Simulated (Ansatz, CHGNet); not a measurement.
Elastic constant C44 (GPa) of solids drawn from the class of tetrahedrally bonded semiconductors and semimetals, at two levels: the machine-learned potential CHGNet-r²SCAN (trained on r²SCAN data), and r²SCAN in Ansatz (PAW).

```json
[
 {"solid": "zinc-blende BP", "CHGNet-r²SCAN": "43.2", "r²SCAN": "197", "shift (%)": "+356"},
 {"solid": "cubic BN", "CHGNet-r²SCAN": "201", "r²SCAN": "468", "shift (%)": "+133"},
 {"solid": "zinc-blende AlN (metastable phase)", "CHGNet-r²SCAN": "102", "r²SCAN": "197", "shift (%)": "+93"},
 {"solid": "2H-SiC", "CHGNet-r²SCAN": "37.1", "r²SCAN": "165", "shift (%)": "+345"},
 {"solid": "zinc-blende GaAs", "CHGNet-r²SCAN": "11.7", "r²SCAN": "60.4", "shift (%)": "+416"},
 {"solid": "zinc-blende CdSe", "CHGNet-r²SCAN": "16.2", "r²SCAN": "22.5", "shift (%)": "+39"},
 {"solid": "wurtzite ZnO", "CHGNet-r²SCAN": "27.0", "r²SCAN": "38.0", "shift (%)": "+41"},
 {"solid": "wurtzite BN (high-pressure phase)", "CHGNet-r²SCAN": "134", "r²SCAN": "350", "shift (%)": "+161"},
 {"solid": "zinc-blende GaSb", "CHGNet-r²SCAN": "2.66", "r²SCAN": "43.6", "shift (%)": "+1539"},
 {"solid": "zinc-blende ZnS", "CHGNet-r²SCAN": "25.1", "r²SCAN": "50.1", "shift (%)": "+100"}
]
```

The shifts run from +39 % to +1539 %, with a median of +147 %.

Over all 10 rows r²SCAN is the larger in 10.

Ansatz's runs of these crystals have no spin polarisation.

Spin–orbit coupling is left out, also for the solids with elements from indium on (zinc-blende GaSb); its size isn't shown.

Each level is taken at its own relaxed cell. Ansatz's density-functional and Hartree–Fock values are scalar-relativistic unless marked +SOC, with PAW data made under PBE.

Ansatz is a quantum-chemistry and plane-wave program.
